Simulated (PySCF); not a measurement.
## Working out the electron affinity of P

P⁻ [Ne] 3s2 3p4 (3P) → P [Ne] 3s2 3p3 (4S). All numbers are calculated (PySCF 2.14, no relativity, point nucleus, in aug-cc-pwCVTZ (8s7p5d3f, 75 functions)). Frozen: [Ne]. Energies in hartree (1 hartree = 27.21139 eV):

```
            part   P⁻ (lower)    P (upper)
             UHF  -340.704764  -340.716611
CCSD correlation    -0.134958    -0.102986
             (T)    -0.006700    -0.004193
```

**Question.** What does Hartree-Fock give?

**Answer.** (-340.716611) − (-340.704764) = -0.011847 hartree = -0.322 eV.

**Question.** What do CCSD and CCSD(T) give?

**Answer.** The CCSD correlation energies differ by 0.031972 hartree = 0.870 eV and the triples by 0.002507 hartree = 0.068 eV, so CCSD gives 0.548 eV and CCSD(T) 0.616 eV.

A first-order spin-orbit estimate adds 0.012 eV to CCSD(T) (valence), giving 0.628 eV against 0.747 eV (measured; photodetachment measurements, as compiled on the Wikipedia data page of electron affinities).

What remains against the reference includes basis incompleteness, the frozen core and higher excitations.
